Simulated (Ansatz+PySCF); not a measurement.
The numbers below are computed, except where a source is named.
Input for PySCF 2.14.0:

```python
from pyscf import gto, scf, mp

mol = gto.M(atom="""
H -2.449310 -0.016650 0.239390
N -1.548440 -0.347490 -0.070140
C -0.492240 0.536360 0.013680
C 0.826790 0.108810 0.001100
N 1.889670 -0.236270 0.003750
H -1.363590 -1.316080 0.144950
H -0.718860 1.592190 -0.008650
""", basis='cc-pvtz', charge=0, spin=1)
mf = scf.UHF(mol)
mf.kernel()
pt = mp.MP2(mf, frozen=4).run()
print(mf.e_tot, pt.e_corr, pt.e_tot)
```

The script is written out from the run's settings.

Output:

```json
{"Converged": "yes", "Reference energy": "-186.40445 hartree", "Correlation energy": "-0.67572 hartree", "Total energy": "-187.08016 hartree", "Spin squared of the determinant": "0.833"}
```
